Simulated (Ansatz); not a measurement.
# CH5Al (triplet): from Hartree-Fock to the top rungs at distance Al1–H4 along a hydrogen transfer = 1.883 Å, cc-pVDZ

The task here is to estimate one member of a computed series from the others.

The runs use Ansatz 0.2.0, Gaussian basis; cc-pVDZ, core rule «outside noble gas», up to 6 orbitals frozen.

Plan: UHF; CCSD(T) on ROHF; CCSD(T) on UHF; BCCD(T) on ROHF; CISD; CCSDT(Q) on ROHF; CCSDT(Q) on UHF; CASSCF and NEVPT2, 4 electrons in 4 orbitals.

7 further runs of the same task are left out: 1 for a mislabelled method, 6 that didn't finish.

### The geometry

The geometry derives from fragments relaxed apart (PBE0/def2-TZVP) and kept rigid, so it is no stationary point. A hydrogen atom is moved between rigid fragments.

7 atoms, charge 0, spin multiplicity 3.

Atoms are counted from 1 here; the program's logs count them from 0.

Bond lengths: Al1–H2 1.586 Å, Al1–H3 1.586 Å, Al1–H4 1.883 Å, H4–C5 1.209 Å, C5–H6 1.079 Å, C5–H7 1.079 Å. Angles: H2–Al1–H3 120.0°, H2–Al1–H4 120.0°, H3–Al1–H4 120.0°, Al1–H4–C5 180.0°, H4–C5–H6 112.6°, H4–C5–H7 112.6°, H6–C5–H7 134.8°.

Set-up of the first run:

in.yaml

```yaml
crystal:
  periodic: [false, false, false]
  atoms:
    - {symbol: Al, position_ang: [-1.010748, 0.000000, 0.000000]}
    - {symbol: H, position_ang: [-1.803672, 1.373384, 0.000000]}
    - {symbol: H, position_ang: [-1.803672, -1.373384, 0.000000]}
    - {symbol: H, position_ang: [0.872252, 0.000000, 0.000000]}
    - {symbol: C, position_ang: [2.081252, 0.000000, 0.000000]}
    - {symbol: H, position_ang: [2.495720, 0.000000, 0.996161]}
    - {symbol: H, position_ang: [2.495720, 0.000000, -0.996161]}
basis:
  gaussian: {orbitals: cc-pVDZ}
magnetization: {spin_polarized: true, initial_magnetization: 2}
hamiltonian: {xc: hf}
output: {orbitals: {seedname: orbitals}}
```

Run with:

```
$ ansatz run in.yaml --threads 1 --pin off --events-out ev --progress --plain --max-ram 2393MiB
```

Steps of the session up to this table: UHF; CCSD(T) on ROHF; CCSD(T) on UHF; BCCD(T) on ROHF; CISD; CCSDT(Q) on ROHF; CCSDT(Q) on UHF; CASSCF and NEVPT2, 4 electrons in 4 orbitals.

One table of the session follows, with a row left open; its other results are not shown here.

It belongs to the step «Misses and costs». 

| method | from UCCSDT(Q) (kcal/mol) |
| --- | --- |
| ROHF | +156.49 |
| UHF | +150.80 |
| RMP2 | +30.26 |
| UMP2 | +30.85 |
| CISD | +15.84 |
| RCCSD | +3.82 |
| UCCSD | +3.72 |
| RCCSD(T) | ? |
| UCCSD(T) | +0.78 |
| BCCD(T) | +0.78 |
| RCCSDT | +0.15 |
| UCCSDT | +0.13 |
| RCCSDT(Q) | +0.02 |
| UCCSDT(Q) | 0 |
| CASSCF pair | +143.64 |
| NEVPT2 pair | +30.74 |

**Question.** Estimate the row for RCCSD(T).

As computed: from UCCSDT(Q) (kcal/mol): +0.77. In the column «from UCCSDT(Q) (kcal/mol)» it lies between RCCSDT (+0.15) and UCCSD(T) (+0.78).

To keep in mind: Restricted and unrestricted rows rest on different reference determinants; where their highest levels disagree by more than a few hundredths of an eV, they describe different states and don't form one ladder.
